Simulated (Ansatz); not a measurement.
Reaction (isomerisation): `CCCC(O)CC` → `CC(C)C(C)(C)O`

Computed with Ansatz on PBE0-D4/def2-TZVP structures; ΔE is electronic, products minus reactants. CBS: MP2 limit from def2 TZ/QZ plus the TZ coupled-cluster correction, frozen cores. Functionals use def2-TZVPP. B3LYP here is the variant with VWN-RPA as its local correlation; programs differ in this. Each species was taken in one conformer, which may not be the lowest.

`CCCC(O)CC`:

Z-matrix (Å, degrees):
```
C
C 1 1.519
H 1 1.092 2 111.6
H 1 1.094 2 111.1 3 120.1
H 1 1.094 2 111.3 3 -120.3
C 2 1.519 1 112.8 3 179.7
H 2 1.096 1 109.7 3 58.0
H 2 1.094 1 110.1 3 -58.3
C 6 1.520 2 113.9 1 177.4
H 6 1.097 2 109.7 1 -60.4
H 6 1.100 2 109.7 1 55.6
O 9 1.420 6 111.4 2 -59.3
C 9 1.521 6 112.1 2 175.2
H 9 1.097 6 108.8 2 54.9
H 12 0.962 9 107.7 6 -62.4
C 13 1.518 9 113.4 6 -175.9
H 13 1.095 9 108.6 6 -53.2
H 13 1.099 9 108.3 6 61.5
H 16 1.094 13 110.9 9 62.5
H 16 1.092 13 111.4 9 -177.6
H 16 1.091 13 110.9 9 -56.9
```

`CC(C)C(C)(C)O`:

Cartesian coordinates in Å:
```
C 0.558 1.264 1.209
C -0.321 0.808 0.052
C 0.011 1.597 -1.207
C -0.300 -0.718 -0.187
C -0.676 -1.477 1.079
C 1.031 -1.215 -0.720
O -1.245 -1.035 -1.209
H 0.488 2.348 1.329
H 0.270 0.810 2.159
H 1.610 1.028 1.025
H -1.363 1.038 0.323
H -0.229 2.654 -1.069
H 1.077 1.534 -1.443
H -0.549 1.226 -2.067
H -1.610 -1.092 1.503
H 0.096 -1.404 1.847
H -0.818 -2.532 0.838
H 1.844 -0.991 -0.026
H 0.988 -2.297 -0.858
H 1.257 -0.762 -1.685
H -2.118 -0.784 -0.893
```

CCSD(T)/CBS gives -3.8 kcal/mol.

(1) Another level gave -2.3 kcal/mol. Which?
A. BLYP/def2-TZVPP
B. B3LYP-D4/def2-TZVPP
C. ωB97M-V/def2-TZVPP
D. MP2/def2-TZVPP

Largest T1 diagnostic among the species: 0.009.

Results:

(1) B. B3LYP-D4 -2.3, MP2/def2-TZVPP -4.8, BLYP 1.0, ωB97M-V -3.5 kcal/mol.

Leaving LDA and LC-ωPBE aside and taking each functional with its dispersion term where it has one, the values, not all of them listed here, spread over 2.0 kcal/mol, from B97M-V to B2PLYP. LDA lies −3.8 kcal/mol from PBE without D4. From BLYP to BHLYP (50 % exact exchange), in def2-TZVPP and without D4, ΔE moves by −1.3 kcal/mol.

CCSD(T)/CBS has its own doubt, a few kJ/mol and more with outer-core shells, so smaller differences from it don't rank the levels.
